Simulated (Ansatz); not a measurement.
1T (CdI2-type) ZrSe2 was calculated with PBE (plane waves, PAW; Ansatz, an electronic-structure program).

Numerical settings: plane-wave cutoff 520 eV, 12×12×6 k mesh (along the axes of the cell as run), Fermi–Dirac smearing 0.01 eV, scalar-relativistic PAW data made under PBE.

Computed at the level's own relaxed cell.

Q: Give the computed bulk modulus, equilibrium lattice constant a, smallest direct gap on the k points sampled, equilibrium volume per atom and lattice parameter c.

A: 
- bulk modulus: 3.19 GPa
- equilibrium lattice constant a: 3.798 Å
- smallest direct gap on the k points sampled: 1.12 eV
- equilibrium volume per atom: 28.69 Å³/atom
- lattice parameter c: 6.875 Å

Measured, for comparison: lattice constant a 3.77 Å (temperature not stated, no zero-point or thermal correction; as tabulated in Björkman (2014), arXiv:1406.2436); lattice parameter c 6.122 Å (temperature not stated, zero-point anharmonic expansion removed (computed with revB86b-DF2); no thermal correction; as tabulated in Björkman (2014), arXiv:1406.2436). Computed (rounded) less measured: lattice constant a +0.7 %, lattice parameter c +12.3 %.

Note: for a layered or molecular solid the relaxed cell lies over 5 % above the published volume, where the minimum can be shallow; the cell comes from a level without a dispersion term, which matters for the spacing of layers, chains or molecules; the bulk modulus comes from volumes at which shape and atoms were relaxed.

Spin–orbit coupling is not included.
